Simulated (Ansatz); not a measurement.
TiN (rock salt): values from a third-order Birch-Murnaghan fit to a volume scan beside measured ones. Computed values: PBE (plane waves to 420 eV, PAW, scalar-relativistic; Ansatz, a first-principles code). TiN is run without spin polarisation. TiN was relaxed with its symmetry unable to fall.

| quantity | reference | kind |
|---|---|---|
| Lattice constant a (Å) | 4.239 | measured, room temperature or unstated |
| Bulk modulus B₀ (GPa) | 288 | measured, room temperature or unstated |

References as given in: Guo-Xu Zhang, Anthony M Reilly, Alexandre Tkatchenko et al., New Journal of Physics (2018), doi:10.1088/1367-2630/aac7f0; V. Krasnenko, M.G. Brik, Solid State Sciences (2013), arXiv:1306.3139. Values not taken to low temperature hold thermal and zero-point shifts that a static calculation lacks, so small differences there are no errors of the method.

Question: Estimate the PBE values and the sign and size of each difference.

Answer: 
```
quantity                  PBE  difference
----------------------  -----  ----------
Lattice constant a (Å)  4.247      +0.2 %
Bulk modulus B₀ (GPa)     277      -3.9 %
```



(A scan under strain: stresses follow from slopes of the energy per volume, elastic moduli from its curvatures.)
